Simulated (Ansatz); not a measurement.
The same path of CH3AlN (6 atoms, charge 1, multiplicity 1) was run twice with different band settings. Lost on the way: N2–Al3, Al3–H6. Made: N2–H6.

Level of theory: Ansatz 0.2.0, RKS PBE0/def2-mTZVP.

Relaxed end points:

```xyz
6
Properties=species:S:1:pos:R:3
C -0.632 -0.609 -0.236
N 0.388 0.057 -0.687
Al 0.121 0.514 1.084
H -1.223 -1.317 -0.816
H 0.755 -0.006 -1.641
H 0.590 1.362 2.295
```

```xyz
6
Properties=species:S:1:pos:R:3
C -0.426 -0.323 0.071
N 0.580 0.329 -0.387
Al -1.320 -0.257 2.167
H -0.865 -0.975 -0.692
H 0.922 0.244 -1.345
H 1.109 0.983 0.186
```

Common settings: movable images 5; climbing image yes; spring 5.0 eV/Å²; optimiser quadratic models (default); start path through a guess of the saddle point; iteration limit 60; end points relaxed.

| run | force threshold |
| --- | --- |
| 1 | 0.05 eV/Å |
| 2 | 0.5 eV/Å |

Problem. What does each run give, and how far can it be trusted?

Solution. Run 1: converged after 9 iterations, highest image 1.574 eV above the first end. A vibrational analysis at the climbing image gives one clearly imaginary mode, 945i cm⁻¹: a first-order saddle point.
Run 2: converged after 5 iterations, highest image 1.555 eV above the first end. The threshold of 0.5 eV/Å is loose, so the images may lie well off the minimum-energy path. The order of the point at the top wasn't checked.
The orbitals stay closed-shell, which can raise the energy where a bond breaks towards radicals; this wasn't checked here.
